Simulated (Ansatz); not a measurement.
# AlC2+ (singlet): wave-function methods side by side, cc-pVTZ

The task here is to estimate one member of a computed series from the others.

Computed with Ansatz 0.2.0, Gaussian basis. Level: cc-pVTZ, core rule «outside noble gas», up to 7 orbitals frozen.

To be run: UHF; CCSD(T) on RHF; CCSD(T) on UHF; BCCD(T) on RHF; CCSDT(Q) on RHF; CCSDT(Q) on UHF; CASSCF and NEVPT2, 10 electrons in 12 orbitals.

6 further runs of the same task are left out: 1 for a known fault of the program, 5 set aside as unsound or not needed.

## The system

The geometry is a PBE0/def2-TZVP stationary point (not a proven minimum) of the parent state, kept for this charge and spin.

3 atoms, charge 1, spin multiplicity 1.

Atoms are counted from 1 here; the program's logs count them from 0.

Bond lengths: C1–Al2 1.920 Å, Al2–C3 1.920 Å. Angles: C1–Al2–C3 180.0°.

The first run:

The input, in.yaml:

```yaml
crystal:
  periodic: [false, false, false]
  atoms:
    - {symbol: C, position_ang: [0.000000, 0.000000, 1.920050]}
    - {symbol: Al, position_ang: [0.000000, 0.000000, 0.000000]}
    - {symbol: C, position_ang: [0.000000, 0.000000, -1.920050]}
basis:
  gaussian: {orbitals: cc-pVTZ}
total_charge: 1
magnetization: {spin_polarized: true, initial_magnetization: 0}
hamiltonian: {xc: hf}
output: {orbitals: {seedname: orbitals}}
```

On the command line:

```bash
$ ansatz run in.yaml --threads 1 --pin off --events-out ev --progress --plain --max-ram 4096MiB --backend cpu
```

Steps of the session up to this table: UHF; CCSD(T) on RHF; CCSD(T) on UHF; BCCD(T) on RHF; CCSDT(Q) on RHF; CCSDT(Q) on UHF; CASSCF and NEVPT2, 10 electrons in 12 orbitals.

One table of the session follows, with a row left open; its other results are not shown here.

```
        method  from RCCSDT(Q) (kJ/mol)
           RHF                  +1072.1
           UHF                   +451.7
          RMP2                   +271.5
          UMP2                    -15.4
         RCCSD                   +132.1
         UCCSD                   -107.0
      RCCSD(T)                    +18.4
      UCCSD(T)                        ?
       BCCD(T)                    +18.0
        RCCSDT                    +20.7
        UCCSDT                   -137.5
     RCCSDT(Q)                        0
     UCCSDT(Q)                   -139.6
CASSCF valence                   +293.8
NEVPT2 valence                    -54.1
```

Q: Estimate the row for UCCSD(T) from the others.

As computed: from RCCSDT(Q) (kJ/mol): -130.9. In the column «from RCCSDT(Q) (kJ/mol)» it lies between UCCSDT (-137.5) and UCCSD (-107.0).

The program flags RCCSD(T), BCCD(T), RCCSDT(Q) as in doubt (see the logs), so the zero of the table is itself unsure.

Limits of these values: The determinant is far from a pure spin state, so its energy mixes those of several spin states (harmless only where they are near-degenerate, as at dissociation). The report flags that the cluster equations may have other roots. The program flags RCCSD(T), BCCD(T), RCCSDT(Q) as in doubt, so the zero of the table is itself unsure. Warnings: restricted reference is unstable; spin contamination; large T1 diagnostic. Restricted and unrestricted rows rest on different reference determinants; where their highest levels disagree by more than a few hundredths of an eV, they describe different states and don't form one ladder.
